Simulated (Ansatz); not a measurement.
Results of PBEsol in Ansatz (plane waves, PAW) for diamond-structure Ge.

Settings: plane-wave cutoff 520 eV, 20×20×20 k mesh, Fermi–Dirac smearing 0.05 eV, perturbation theory, scalar-relativistic PAW data made under PBE.

Computed at the level's own relaxed cell.

Harmonic phonon frequencies (cm⁻¹; i marks an imaginary mode):

```json
[
 {"q point": "Γ", "frequencies": "0 0 0 286 286 286"},
 {"q point": "X", "frequencies": "___"},
 {"q point": "L", "frequencies": "___"}
]
```

Task: Complete the blanks.

Result: 
- X, frequencies: 72 72 230 230 261 261
- L, frequencies: 58 58 213 231 276 276

Measured, for comparison: zone-centre TO phonon frequency 304 cm⁻¹ (low temperature, zero-point motion not removed; as tabulated in Tanner et al. (2021), arXiv:2110.11888). Computed (rounded) less measured: zone-centre TO phonon frequency -6 %.

No imaginary mode appears at these points.

Note: the solid has no gap at this level, which affects its response.

Ansatz is a first-principles code.
